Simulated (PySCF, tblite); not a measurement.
Isomers of C4H9N2 (doublet state), one GFN2-xTB conformer each. Single-point energies are computed at B3LYP/pcH-1 (PySCF, gas phase, no added dispersion term), electronic only. GFN2-xTB treats the open shell by occupation alone, and not every SCF solution was tested for stability.

Task: Rank them by B3LYP/pcH-1 energy, lowest first (kJ/mol).
A. `[H]/[N:4]=[C:3](/[CH2:2][CH2:1])[CH2:5][NH2:6]` (doublet state) with H–C1–C2–C3 80° and -86°, C1–C2–C3–N4 -92°, C2–C3–C5–N6 -175°, C3–C5–N6–H 59° and -61°
B. `[H]/[N:6]=[C:4](\[CH:3][NH:2][CH3:1])[CH3:5]` (doublet state) with C1–N2–C3–C4 -166°, N2–C3–C4–C5 3°

Result: B (0.0), A (88.3).

GFN2-xTB itself gives, in the same order: 0.0, 144.2. Both levels put the same isomer lowest.

Task: What happens when harmonic zero-point energies from GFN2-xTB frequencies are added?

Result: 
```csv
SMILES,ZPE (kJ/mol),electronic (kJ/mol),with ZPE (kJ/mol)
[H]/N=C(/C)[CH]NC,331.5,0.0,0.0
[H]/N=C(/C[CH2])CN,327.9,88.3,84.7
```

The zero-point energies span 3.6 kJ/mol. The order is unchanged.
